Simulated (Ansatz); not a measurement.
## Appearance energy of a fragment ion: C3H4F2O → C2H3O+ + CHF2 + e⁻

Species: C3H4F2O `CC(=O)C(F)F`, singlet; C2H3O+ `CC#[O+]`, singlet; CHF2 (difluoromethyl radical) `F[CH]F`, doublet. 

Shapes, held fixed at every level: PBE0-D4/def2-TZVP. Flexible molecules stand in one conformer, not always the lowest. Programs: Ansatz 0.2.0. Electronic energies: no zero-point or thermal term.

```json
{"level": "HF/def2-SVP", "kind": "Hartree–Fock", "ΔE (eV)": "+9.37", "less CCSD(T)/CBS estimate": "-1.33", "CPU time (sum over the molecules)": "–"}
{"level": "SPW92/def2-TZVPP", "kind": "LDA", "ΔE (eV)": "+11.06", "less CCSD(T)/CBS estimate": "+0.36", "CPU time (sum over the molecules)": "6.7 s"}
{"level": "PBE-D4/def2-TZVPP", "kind": "GGA", "ΔE (eV)": "+10.48", "less CCSD(T)/CBS estimate": "-0.22", "CPU time (sum over the molecules)": "13 s"}
{"level": "B3LYP-D4/def2-TZVPP", "kind": "global hybrid", "ΔE (eV)": "+10.56", "less CCSD(T)/CBS estimate": "-0.14", "CPU time (sum over the molecules)": "19 s"}
{"level": "BHLYP-D4/def2-TZVPP", "kind": "global hybrid", "ΔE (eV)": "+10.50", "less CCSD(T)/CBS estimate": "-0.20", "CPU time (sum over the molecules)": "15 s"}
{"level": "PBE0-D4/def2-TZVPP", "kind": "global hybrid", "ΔE (eV)": "+10.58", "less CCSD(T)/CBS estimate": "-0.12", "CPU time (sum over the molecules)": "14 s"}
{"level": "CCSD(T)/def2-SVP", "kind": "coupled cluster or CI", "ΔE (eV)": "+10.30", "less CCSD(T)/CBS estimate": "-0.40", "CPU time (sum over the molecules)": "30 s"}
{"level": "CCSD(T)/CBS estimate", "kind": "coupled cluster or CI", "ΔE (eV)": "+10.70", "less CCSD(T)/CBS estimate": "0.00", "CPU time (sum over the molecules)": "15 min"}
```

The highest level, CCSD(T)/CBS estimate, gives ΔE = +10.70 eV; the levels span +9.37 to +11.06. The column of differences is taken from that level and isn't an error. No measured value is set beside it here. Open shells run unrestricted unless RO is named. The CBS estimate extrapolates MP2 from def2-TZVPP and def2-QZVPP and adds CCSD(T) − MP2 in the triple-zeta set, cores frozen. The onset seen in experiment also holds zero-point changes and kinetic shifts. Times are processor times on shared x86 and Arm servers, and rough.
